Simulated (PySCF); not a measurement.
Deprotonation sites of methylamine

System: `CN` (CH5N). Optimised structure (Å), atoms numbered from 1:
```
C    -0.5580    0.0930   -0.0353
N     0.8610   -0.0719   -0.2679
H    -1.1237   -0.5892   -0.6891
H    -0.8630    1.1152   -0.3089
H    -0.8969   -0.0873    1.0054
H     1.1721   -1.0157   -0.0555
H     1.4139    0.5656    0.2984
```

Energies: frozen-core CCSD(T)/ma-def2-TZVP (PySCF, unrestricted reference for open shells) on PBE0-D3(BJ)/ma-def2-SVP structures. Thermal corrections: PBE0-D3(BJ)/ma-def2-SVP frequencies, unscaled, ideal gas at 298.15 K and 1 bar, quasi-RRHO entropy.

```csv
site,product,ΔH(acid) / kcal/mol,ΔG(acid) / kcal/mol,gas share
N2 (amine nitrogen),C[NH-],403.5,396.0,> 99.9 %
C1 (methyl carbon),[CH2-]N,419.2,411.6,< 0.1 %
```

ΔH and ΔG refer to AH → A⁻ + H⁺ in the gas phase. Shares are Boltzmann weights among the listed products; an error of 10 kJ/mol changes a ratio about 56-fold. Sites whose products fell apart, merged with another or lost in a GFN2-xTB screen aren't listed.

Of the listed sites N2 (amine nitrogen) is favoured in the gas phase, 15.6 kcal/mol ahead of C1 in free energy.

Against the Active Thermochemical Tables (version 1.112): N2 1686 (computed 1688, error 2); C1 1752 (computed 1754, error 2) kJ/mol.

Note: `[CH2-]N` holds its electron weakly or not at all, so its value hangs on the basis.
